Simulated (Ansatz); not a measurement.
**Al₂H (quartet): the correlation ladder at distance Al1–H3 = 1.718 Å, 6-31G**

How much of the correlation energy of Al₂H (quartet) does each wave-function method recover here?

Computed with Ansatz 0.2.0, Gaussian basis. Level: 6-31G, core rule «outside noble gas», up to 10 orbitals frozen.

Plan: UHF; CCSD(T) on ROHF; CCSD(T) on UHF; BCCD(T) on ROHF; CISD; CCSDT(Q) on ROHF; CCSDT(Q) on UHF; CISDTQ; CCSDTQ on ROHF; CCSDTQ on UHF; CASSCF and MRCISD+Q, 5 electrons in 5 orbitals; CASSCF and NEVPT2, 5 electrons in 5 orbitals; CASSCF and MRCISD+Q, 7 electrons in 9 orbitals; CASSCF and MRCISD+Q(relaxed), 7 electrons in 9 orbitals; CASSCF and NEVPT2, 7 electrons in 9 orbitals; Full CI.

19 further runs of the same task are left out: 17 that didn't finish, 2 set aside as unsound or not needed.

## (1) The geometry

The geometry derives from a PBE0/def2-TZVP stationary point (not a proven minimum). One bond is set to the value named and the two fragments are kept rigid.

3 atoms, charge 0, spin multiplicity 4.

Atoms are counted from 1 here; the program's logs count them from 0.

Bond lengths: Al1–Al2 2.360 Å, Al1–H3 1.718 Å. Angles: Al2–Al1–H3 180.0°.

## (2) UHF

File in.yaml:

```yaml
crystal:
  periodic: [false, false, false]
  atoms:
    - {symbol: Al, position_ang: [0.000000, 0.000000, -0.214139]}
    - {symbol: Al, position_ang: [0.000000, 0.000000, 2.146277]}
    - {symbol: H, position_ang: [0.000000, 0.000000, -1.932139]}
basis:
  gaussian: {orbitals: 6-31G}
magnetization: {spin_polarized: true, initial_magnetization: 3}
hamiltonian: {xc: hf}
output: {orbitals: {seedname: orbitals}}
```

On the command line:

```bash
$ ansatz run in.yaml --threads 1 --pin off --events-out ev --progress --plain --max-ram 2393MiB
```

After this run come: CCSD(T) on ROHF; CCSD(T) on UHF; BCCD(T) on ROHF; CISD; CCSDT(Q) on ROHF; CCSDT(Q) on UHF; CISDTQ; CCSDTQ on ROHF; CCSDTQ on UHF; CASSCF and MRCISD+Q, 5 electrons in 5 orbitals; CASSCF and NEVPT2, 5 electrons in 5 orbitals; CASSCF and MRCISD+Q, 7 electrons in 9 orbitals; CASSCF and MRCISD+Q(relaxed), 7 electrons in 9 orbitals; CASSCF and NEVPT2, 7 electrons in 9 orbitals; Full CI.

**Question.** What will the summary of the whole plan be? Wanted: FCI below the RHF energy; RMP2 from FCI; UMP2 from FCI; RCCSD from FCI; RCCSD(T) from FCI; UCCSD(T) from FCI; RCCSDT(Q) from FCI; UCCSDT(Q) from FCI; NEVPT2 pair from FCI.

**Answer**, as computed:

| quantity | value |
| --- | --- |
| FCI below the RHF energy | -2.0414 eV |
| RMP2 from FCI | +693.5 meV |
| UMP2 from FCI | +683.6 meV |
| RCCSD from FCI | +87.0 meV |
| RCCSD(T) from FCI | +32.8 meV |
| UCCSD(T) from FCI | +32.2 meV |
| RCCSDT(Q) from FCI | +2.8 meV |
| UCCSDT(Q) from FCI | +2.7 meV |
| NEVPT2 pair from FCI | +602.1 meV |
| MRCISD+Q pair from FCI | +16.7 meV |
| NEVPT2 valence from FCI | +150.8 meV |
| levels within 1 kcal/mol (43 meV) | RCCSD(T), UCCSD(T), BCCD(T), RCCSDT, UCCSDT, CISDTQ, RCCSDT(Q), UCCSDT(Q), RCCSDTQ, UCCSDTQ, MRCISD+Q pair, MRCISD valence, MRCISD+Q valence, MRCISD+Q(relaxed) valence |
| T1 diagnostic | 0.042 |
| effectively unpaired electrons | 3.05 |

RCCSD(T) lands +32.8 meV from the yardstick (1.6 % of the correlation energy). The occupations are near whole numbers, but T1 = 0.042 shows that the orbitals relax strongly. Of the multireference levels listed MRCISD+Q(relaxed) valence comes nearest in total energy (-1.8 meV), which doesn't show that its space is the better one. These misses are within one basis, not against nature; the frozen cores of restricted and unrestricted runs differ, which can shift their rows.
